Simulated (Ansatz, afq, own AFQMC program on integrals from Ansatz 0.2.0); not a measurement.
## CH$_{3}$Al, singlet in cc-pVDZ, levels against CCSDT(Q)

```xyz
5

Al   -0.0229    0.0000    0.5849
C     0.0451    0.0000   -1.1957
H     0.1606    0.0000    2.1470
H    -0.0423    0.9125   -1.7784
H    -0.0423   -0.9125   -1.7784
```

Connectivity, by distances: AlH–CH2.

Basis cc-pVDZ. Only valence electrons are correlated. Ansatz 0.2.0 and our own AFQMC program on the same integrals; the CISD trial comes from CCSD amplitudes, and released means the phaseless constraint is let go. Uncertainties: one standard error, sampling alone.

Determinant: RHF, the one that the program's search chose, which needn't be the lowest solution. The geometry is a point of a scan.

No full CI on the walks' own integrals is used here; CCSDT(Q) serves as the reference and is uncertain by about the last step of the cluster series.

Cautions: higher spins were not checked; restricted determinant unstable towards unrestricted (UHF 93 meV lower, ⟨S²⟩ 0.39).

```
T1 diagnostic                               : 0.0187
weight of the determinant in the CISD state : 0.871
size of the correlated space                : 10 electrons in 41 orbitals
```

Reference: CCSDT(Q), correlation energy -6.700 eV. The released energy is read at 2.40 1/Eh (meV from the phaseless value at times in 1/Eh: 20 ± 16 at 0.24, 22 ± 12 at 0.51, 25 ± 12 at 0.99, 15 ± 17 at 1.62, 24 ± 18 at 2.40).

| level | E − E(reference) (mEh) | share of correlation (%) |
| --- | --- | --- |
| HF | 246.23 | 0.00 |
| MP2 | 36.94 | 85.00 |
| CCSD | 10.71 | 95.65 |
| CCSD(T) | 1.77 | 99.28 |
| CCSDT | 0.82 | 99.67 |
| ph-AFQMC/HF | -6.71 ± 2.97 | 102.72 |
| ph-AFQMC/CISD | 0.54 ± 0.76 | 99.78 |
| released AFQMC | 1.44 ± 0.67 | 99.42 |

A walk keeps the symmetry of its determinant, which the program's search chose and which needn't be the lowest solution, so a lower state of the same spin and another symmetry isn't excluded. Released energies are given only where the last usable release times agree within the noise; a slower fall can still hide under it.
